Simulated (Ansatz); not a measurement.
This script drives the Ansatz DFT code, driven from Python.

`adiabatic_c2h4o.py`
```python
# -*- coding: utf-8 -*-
import itertools

import ansatz as az
from ase.data import atomic_numbers, covalent_radii
import numpy as np

GEOMETRY = """
C     1.39400    0.44130    0.02590
O     0.38370   -0.26820   -0.63600
C    -0.77920   -0.15140    0.14280
H     2.33530    0.37530   -0.55750
H    -0.63640   -0.60300    1.15110
H    -1.59850   -0.70590   -0.35940
H    -1.09900    0.91190    0.23320
"""

system = az.Crystal.molecule()
for line in GEOMETRY.strip().splitlines():
    symbol, *xyz = line.split()
    system = system.atom(symbol, [float(v) for v in xyz])

model = (
    system.calculation()
    .basis(gaussian="6-31G*")
    .functional("r2SCAN", dispersion="d3bj")
    .spin("collinear", total=2)
)
symbols = [site.symbol for site in system.cartesian_sites]
start = np.array([site.position_ang for site in system.cartesian_sites], dtype=float)
r = model.relax(force_tolerance=0.01, max_steps=100).run().report
end = np.array(r["positions_ang"])

minimum = az.Crystal.molecule()
for symbol, place in zip(symbols, end):
    minimum = minimum.atom(symbol, place.tolist())
ion = (
    minimum.calculation()
    .basis(gaussian="6-31G*")
    .functional("r2SCAN", dispersion="d3bj")
    .charge(1)
    .spin("collinear", total=1)
)
vertical = ion.run().report
settled = ion.relax(force_tolerance=0.01, max_steps=80).run().report
print(f"vertical ionisation energy   {vertical['free_energy_ev'] - r['free_energy_ev']:.3f} eV")
print(f"adiabatic, no zero point     {settled['free_energy_ev'] - r['free_energy_ev']:.3f} eV")
print(f"relaxation energy of the ion {vertical['free_energy_ev'] - settled['free_energy_ev']:.3f} eV")
ionised = np.array(settled["positions_ang"])
radius = [covalent_radii[atomic_numbers[s]] for s in symbols]
span = lambda where, i, j: np.linalg.norm(where[i] - where[j])
bonded = [(i, j) for i, j in itertools.combinations(range(len(symbols)), 2) if min(span(end, i, j), span(ionised, i, j)) < 1.2 * (radius[i] + radius[j])]
print("pair        before    after (A)")
for i, j in bonded:
    print(f"{symbols[i]}{i}-{symbols[j]}{j}".ljust(10), f"{span(end, i, j):8.4f} {span(ionised, i, j):8.4f}")
```

It is started by `python adiabatic_c2h4o.py`. How long does it take on 1 thread of Intel(R) Xeon(R) Platinum 8259CL CPU @ 2.50GHz (Skylake/Cascade Lake), with other jobs on the host, and how much memory does it need?

It took about 2 min, with a peak of 0.25 GiB, for 3 runs of the engine.

```console
$ python adiabatic_c2h4o.py
DeckWarning: the engine holds no damping parameters fitted to this dispersion correction and functional, so the run takes those fitted to r2scan beside the three-body term, which d3bj leaves out (hamiltonian.dispersion, under Limitations)
vertical ionisation energy   8.533 eV
adiabatic, no zero point     7.088 eV
relaxation energy of the ion 1.446 eV
pair        before    after (A)
C0-O1        1.3302   1.2154
C0-H3        1.0973   1.1023
O1-C2        1.4431   1.5260
C2-H4        1.0955   1.0889
C2-H5        1.0923   1.0893
C2-H6        1.0973   1.0893
```
(Warnings from the package without file and line.)

Reading the output:
- The settings weren't tested for convergence.
- The energies are electronic: no zero-point or thermal terms, and the basis set is short of its limit. The product may relax into another structure. The relaxation finds the nearest minimum, so the adiabatic value is an upper bound.
- The species is open-shell (spin multiplicity 3).
- Only the spin states typed were run; another state of an ion can lie lower, by up to an eV or two.
- A dispersion term here runs with damping parameters fitted for another variant or functional.

(A comment or docstring line of the script was reworded after the run, the code is as it ran; lines on the test bed's own set-up are left out of the output.)
